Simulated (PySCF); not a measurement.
Level of theory: PBE-D3(BJ)/def2-TZVP // PBE0-D3(BJ)/def2-TZVP run with PySCF. Gas-phase values, no solvent. 

Reference species (SMILES): `C=[SiH]` (neutral, multiplicity 2).

- dipole moment = 0.50 D

Changed species: `[OH]` (radical fragment; the reference has radical fragment).

### Question
Predict the effect on the dipole moment.

### Answer
the dipole moment rises by 1.22 D, to 1.72 D.
